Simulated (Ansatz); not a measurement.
# BH7SSi: the cost of one run

Program: Ansatz 0.2.0. Level of theory: RKS revPBE/def2-SVP. These are calculated values, not measurements.

### 1 The system as given

Bond lengths: B1–Si2 2.279 Å, B1–H3 1.169 Å, B1–H4 1.170 Å, B1–H5 1.258 Å, B1–S6 2.206 Å, Si2–H7 1.462 Å, Si2–H8 1.462 Å, Si2–H9 1.460 Å, S6–H10 1.330 Å. Angles (14 of 17 angles, heavy atoms first): Si2–B1–S6 110.1°, B1–Si2–H7 121.2°, B1–Si2–H8 110.2°, B1–Si2–H9 97.8°, Si2–B1–H3 107.1°, Si2–B1–H4 107.9°, Si2–B1–H5 55.4°, H3–B1–S6 104.1°, H4–B1–S6 105.9°, H5–B1–S6 54.7°, B1–S6–H10 94.9°, H7–Si2–H8 108.5°, H7–Si2–H9 108.6°, H8–Si2–H9 109.6°.

Coordinates:

```xyz
10

B    -0.3678   -0.9316    0.1666
Si    1.1459    0.5774   -0.6246
H    -0.6053   -1.6696   -0.7077
H     0.0157   -1.3146    1.2031
H    -0.5961    0.2958    0.0101
S    -2.2938    0.0670    0.5661
H     0.7631    1.5896   -1.6079
H     1.8257    1.2418    0.4861
H     2.0562   -0.3700   -1.2603
H    -1.9437    0.5143    1.7686
```

### 2 A restrained relaxation towards end A

Springs on the bonds that form and break draw the guess towards this end; the thresholds are loose.

Contents of input.yaml:

```yaml
crystal:
  periodic: [false, false, false]
  atoms:
    - { symbol: B, position_ang: [-0.3678, -0.9316, 0.1666] }
    - { symbol: Si, position_ang: [1.1459, 0.5774, -0.6246] }
    - { symbol: H, position_ang: [-0.6053, -1.6696, -0.7077] }
    - { symbol: H, position_ang: [0.0157, -1.3146, 1.2031] }
    - { symbol: H, position_ang: [-0.5961, 0.2958, 0.0101] }
    - { symbol: S, position_ang: [-2.2938, 0.067, 0.5661] }
    - { symbol: H, position_ang: [0.7631, 1.5896, -1.6079] }
    - { symbol: H, position_ang: [1.8257, 1.2418, 0.4861] }
    - { symbol: H, position_ang: [2.0562, -0.37, -1.2603] }
    - { symbol: H, position_ang: [-1.9437, 0.5143, 1.7686] }
basis:
  gaussian: { orbitals: def2-SVP }
hamiltonian:
  xc: revpbe
relax:
  f_tol: 0.15
  max_steps: 25
  restrain:
    - { distance: [0, 5], at: 3.19, k: 30.0 }
    - { distance: [4, 1], at: 2.72, k: 30.0 }
    - { distance: [0, 1], at: 1.95, k: 30.0 }
    - { distance: [4, 5], at: 1.36, k: 30.0 }
output:
  orbitals: {}
```

On the command line:

```console
$ ansatz run input.yaml --threads 2 --pin off --max-ram 3072MiB --backend cpu --events-out ev --progress --plain --runs-dir out
```

Q: Estimate wall time and peak memory on 2 threads of Arm Neoverse V2, shared host.

About 14 s, with a peak of 0.12 GiB.
